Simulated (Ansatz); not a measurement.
This script makes the interaction energy of a dimer with the counterpoise correction of CH3NO, SMILES NC=O with Ansatz 0.2.0, Python API.

Script `ch3no_dimer.py`:
```python
"""Binding of a CH3NO dimer at a trial geometry."""

import ansatz as az

FIRST = [
    ("N", (0.1675, -0.6301, -0.322)),
    ("C", (-0.1311, 0.5725, 0.3276)),
    ("O", (-1.2722, 0.9084, 0.6937)),
    ("H", (-0.5866, -1.1916, -0.5235)),
    ("H", (1.0447, -0.858, -0.6611)),
    ("H", (0.7779, 1.1989, 0.4854)),
]
SECOND = [
    ("N", (-0.5236, 2.6058, -1.9766)),
    ("C", (0.2626, 1.5959, -2.5417)),
    ("O", (1.5067, 1.5749, -2.512)),
    ("H", (-0.0397, 3.3393, -1.5862)),
    ("H", (-1.4868, 2.6501, -2.0577)),
    ("H", (-0.3575, 0.803, -3.0216)),
]

def energy(atoms, ghosts=()):
    molecule = az.Crystal.molecule()
    for symbol, xyz in atoms:
        molecule = molecule.atom(symbol, xyz)
    calc = (
        molecule.calculation()
        .basis(gaussian="cc-pVDZ")
        .functional("r2SCAN")
    )
    deck = calc.input()
    if ghosts:
        deck = deck.set(az.key.basis.gaussian.ghost_atoms, [{"symbol": s, "position_ang": list(xyz)} for s, xyz in ghosts])
    return az.Session.from_dict(deck).plan().execute().report["free_energy_ev"]

# monomers in their own basis and in the basis of the dimer
both = energy(FIRST + SECOND)
alone = energy(FIRST) + energy(SECOND)
ghosted = energy(FIRST, SECOND) + energy(SECOND, FIRST)
print(f"dimer {both:.6f} eV")
print(f"interaction, uncorrected   {96.485332 * (both - alone):8.3f} kJ/mol")
print(f"interaction, counterpoise  {96.485332 * (both - ghosted):8.3f} kJ/mol")
print(f"basis-set superposition    {96.485332 * (alone - ghosted):8.3f} kJ/mol")
```

How large is the interaction at this pose, and how much of it is basis-set superposition?

Uncorrected it is -17.449 kJ/mol, with the counterpoise correction -9.364 kJ/mol; the difference, 8.09 kJ/mol, is the superposition error.

The output:

`python ch3no_dimer.py` gives:
```text
dimer -9241.566402 eV
interaction, uncorrected    -17.449 kJ/mol
interaction, counterpoise    -9.364 kJ/mol
basis-set superposition       8.085 kJ/mol
```

What to keep in mind:
- Total energies depend on the basis set; only differences at equal settings carry meaning.
- The dimer is a generated trial pose of unrelaxed monomers, not a minimum, so the figure is no binding energy, and the basis set is small.
- This level lacks the dispersion part of the attraction (electrostatics and induction are there), which can decide the sign where the interaction is weak.
- It ran for 10 s on 1 thread of Intel(R) Xeon(R) 6975P-C (Granite Rapids), with other jobs on the host, peak memory 0.23 GiB.

(Lines on the test bed's own set-up are left out of the output.)
